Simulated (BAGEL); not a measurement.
**UHF/6-31G(d) (density fitting with qzvpp-jkfit, spherical functions) run of C2H4F2N (SMILES CN[C](F)F)**

Aim: the vertical doublet–quartet gap of C2H4F2N at UHF/6-31G* (density fitting with qzvpp-jkfit, spherical functions), from 2 runs. 

The calculation is run with BAGEL 1.2.2.

16 further runs of the same task are left out: 16 set aside as unsound or not needed.

## (1) The structure to begin with

The species is C2H4F2N (9 atoms), meant as a doublet with charge 0. As SMILES, `CN[C](F)F`. Geometry: relaxed at GFN2-xTB. This is one conformer, not always the lowest.

Bond lengths: C1–N2 1.444 Å, N2–C3 1.375 Å, C3–F4 1.359 Å, C3–F5 1.352 Å, C1–H6 1.088 Å, C1–H7 1.088 Å, C1–H8 1.096 Å, N2–H9 1.010 Å. Some angles: C1–N2–C3 122.3°, N2–C3–F4 114.7°, N2–C3–F5 116.0°, F4–C3–F5 109.0°, C1–N2–H9 116.9°, C3–N2–H9 114.3°, N2–C1–H6 108.9°, N2–C1–H7 108.8°, N2–C1–H8 112.0°, H6–C1–H7 109.2°.

## (2) The energy at UHF/6-31G(d) (density fitting with qzvpp-jkfit, spherical functions)

Input file calc.json:

```json
{ "bagel" : [

{
  "title" : "molecule",
  "basis" : "6-31gs.json",
  "df_basis" : "qzvpp-jkfit",
  "angstrom" : "true",
  "geometry" : [
    { "atom" : "C", "xyz" : [   -0.932280,    0.211670,   -0.567540 ] },
    { "atom" : "N", "xyz" : [   -0.084110,    0.168060,    0.600880 ] },
    { "atom" : "C", "xyz" : [    1.285570,    0.085890,    0.511240 ] },
    { "atom" : "F", "xyz" : [    1.858000,   -0.807790,    1.360600 ] },
    { "atom" : "F", "xyz" : [    1.788570,   -0.102860,   -0.729450 ] },
    { "atom" : "H", "xyz" : [   -1.883370,    0.665110,   -0.296930 ] },
    { "atom" : "H", "xyz" : [   -0.448980,    0.820360,   -1.329160 ] },
    { "atom" : "H", "xyz" : [   -1.110620,   -0.786630,   -0.982370 ] },
    { "atom" : "H", "xyz" : [   -0.472790,   -0.253820,    1.432730 ] }
  ]
},
{ "title" : "uhf", "nopen" : 1 },
{ "title" : "print", "file" : "orbitals.molden", "orbitals" : "true" }

]}
```

The basis set 6-31G* is read from a file made from the Basis Set Exchange's data (not shown).

Started as:

```sh
$ BAGEL_NUM_THREADS=1 BAGEL calc.json > calc.out
```

Standard output:

```text
* using 1 threads per process

  ===============================================================
  ===============================================================

  *** Geometry ***

  { "atom" : "C", "xyz" : [     -1.761754,      0.399998,     -1.072495 ] },
  { "atom" : "N", "xyz" : [     -0.158945,      0.317587,      1.135499 ] },
  { "atom" : "C", "xyz" : [      2.429375,      0.162309,      0.966104 ] },
  { "atom" : "F", "xyz" : [      3.511111,     -1.526502,      2.571161 ] },
  { "atom" : "F", "xyz" : [      3.379907,     -0.194377,     -1.378461 ] },
  { "atom" : "H", "xyz" : [     -3.559053,      1.256876,     -0.561116 ] },
  { "atom" : "H", "xyz" : [     -0.848449,      1.550256,     -2.511748 ] },
  { "atom" : "H", "xyz" : [     -2.098768,     -1.486515,     -1.856410 ] },
  { "atom" : "H", "xyz" : [     -0.893444,     -0.479650,      2.707467 ] },

  Number of auxiliary basis functions:      453

  Since a DF basis is specified, we compute 2- and 3-index integrals:
    o Being stored without compression. Storage requirement is 0.022 GB

  Number of basis functions:       78
  Number of electrons      :       41

    * METHOD: MOLECULE                             0.23

  *** Open-shell HF ***

  === Nuclear Repulsion ===
   185.6179793967

      * DIIS with orbital gradients will be used.

  === UHF iteration (6-31gs.json) ===
      0       -331.08689624          0.04307109           0.11
      1       -331.25716501          0.02580809           0.11
      2       -331.30300245          0.01495383           0.11
      3       -331.32482034          0.00128644           0.11
      4       -331.32577131          0.00048949           0.11
      5       -331.32591259          0.00021636           0.12
      6       -331.32598149          0.00005790           0.11
      7       -331.32599188          0.00002357           0.13
      8       -331.32599408          0.00001086           0.14
      9       -331.32599463          0.00000350           0.14
     10       -331.32599469          0.00000155           0.14
     11       -331.32599470          0.00000083           0.14
     12       -331.32599470          0.00000037           0.13
     13       -331.32599470          0.00000017           0.10
     14       -331.32599470          0.00000009           0.11
     15       -331.32599470          0.00000006           0.11
     16       -331.32599470          0.00000003           0.11
     17       -331.32599470          0.00000001           0.11
     18       -331.32599470          0.00000001           0.13
    * SCF iteration converged.

    * S^2 (UHF) is 0.7567

    * Permanent dipole moment:
           (    1.074662,    -0.044145,    -0.010033) a.u.

    * METHOD: UHF                                  2.42

    * METHOD: PRINT                                0.01

  ===============================================================
```

It took 3.3 s on 1 thread of Intel Xeon Platinum 8488C (Sapphire Rapids), shared host; peak memory 0.098 GiB.

## (3) The quartet

Input file input.json:

```json
{ "bagel" : [

{
  "title" : "molecule",
  "basis" : "6-31gs.json",
  "df_basis" : "qzvpp-jkfit",
  "angstrom" : true,
  "geometry" : [
    { "atom" : "C", "xyz" : [      -0.932280,       0.211670,      -0.567540 ] },
    { "atom" : "N", "xyz" : [      -0.084110,       0.168060,       0.600880 ] },
    { "atom" : "C", "xyz" : [       1.285570,       0.085890,       0.511240 ] },
    { "atom" : "F", "xyz" : [       1.858000,      -0.807790,       1.360600 ] },
    { "atom" : "F", "xyz" : [       1.788570,      -0.102860,      -0.729450 ] },
    { "atom" : "H", "xyz" : [      -1.883370,       0.665110,      -0.296930 ] },
    { "atom" : "H", "xyz" : [      -0.448980,       0.820360,      -1.329160 ] },
    { "atom" : "H", "xyz" : [      -1.110620,      -0.786630,      -0.982370 ] },
    { "atom" : "H", "xyz" : [      -0.472790,      -0.253820,       1.432730 ] }
  ]
},

{
  "title" : "uhf",
  "nopen" : 3
},

{
  "title" : "print",
  "file" : "orbitals.molden",
  "orbitals" : true
}

]}
```

The basis set 6-31G* is read from a file made from the Basis Set Exchange's data (not shown).

Started as:

```sh
$ BAGEL_NUM_THREADS=1 BAGEL input.json > input.out
```

Standard output:

```text
* using 1 threads per process

  ===============================================================
  ===============================================================

  *** Geometry ***

  { "atom" : "C", "xyz" : [     -1.761754,      0.399998,     -1.072495 ] },
  { "atom" : "N", "xyz" : [     -0.158945,      0.317587,      1.135499 ] },
  { "atom" : "C", "xyz" : [      2.429375,      0.162309,      0.966104 ] },
  { "atom" : "F", "xyz" : [      3.511111,     -1.526502,      2.571161 ] },
  { "atom" : "F", "xyz" : [      3.379907,     -0.194377,     -1.378461 ] },
  { "atom" : "H", "xyz" : [     -3.559053,      1.256876,     -0.561116 ] },
  { "atom" : "H", "xyz" : [     -0.848449,      1.550256,     -2.511748 ] },
  { "atom" : "H", "xyz" : [     -2.098768,     -1.486515,     -1.856410 ] },
  { "atom" : "H", "xyz" : [     -0.893444,     -0.479650,      2.707467 ] },

  Number of auxiliary basis functions:      453

  Since a DF basis is specified, we compute 2- and 3-index integrals:
    o Being stored without compression. Storage requirement is 0.022 GB

  Number of basis functions:       78
  Number of electrons      :       41

    * METHOD: MOLECULE                             0.29

  *** Open-shell HF ***

  === Nuclear Repulsion ===
   185.6179793967

      * DIIS with orbital gradients will be used.

  === UHF iteration (6-31gs.json) ===
      0       -330.75198920          0.03982891           0.15
      1       -330.92854918          0.02520692           0.15
      2       -330.98852173          0.01563238           0.16
      3       -331.01968782          0.00329392           0.13
      4       -331.03248321          0.00190542           0.15
      5       -331.03995381          0.00109910           0.13
      6       -331.04208739          0.00046399           0.14
      7       -331.04274226          0.00021887           0.14
      8       -331.04292951          0.00009187           0.15
      9       -331.04295097          0.00004615           0.12
     10       -331.04295684          0.00002465           0.15
     11       -331.04295899          0.00001177           0.11
     12       -331.04295937          0.00000399           0.11
     13       -331.04295940          0.00000226           0.11
     14       -331.04295941          0.00000119           0.11
     15       -331.04295942          0.00000073           0.11
     16       -331.04295942          0.00000025           0.11
     17       -331.04295942          0.00000012           0.12
     18       -331.04295942          0.00000007           0.12
     19       -331.04295942          0.00000002           0.12
     20       -331.04295942          0.00000001           0.12
     21       -331.04295942          0.00000001           0.12
    * SCF iteration converged.

    * S^2 (UHF) is 3.7636

    * Permanent dipole moment:
           (    0.163027,    -0.761296,     1.527039) a.u.

    * METHOD: UHF                                  3.03

    * METHOD: PRINT                                0.01

  ===============================================================
```

It took 3.9 s on 1 thread of Intel Xeon Platinum 8488C (Sapphire Rapids), shared host; peak memory 0.098 GiB.

## (4) Summary of results

At UHF/6-31G* (density fitting with qzvpp-jkfit, spherical functions):

| quantity | value |
| --- | --- |
| doublet: total energy | -331.32599 Eh |
| doublet: dipole moment | 2.73 D |
| doublet: ⟨S²⟩ | 0.757 |
| quartet: total energy | -331.04296 Eh |
| quartet: dipole moment | 4.36 D |
| quartet: ⟨S²⟩ | 3.764 |
| vertical energy of the quartet above the doublet | 7.702 eV |

At this shape the quartet lies 7.70 eV (178 kcal/mol) above the doublet.
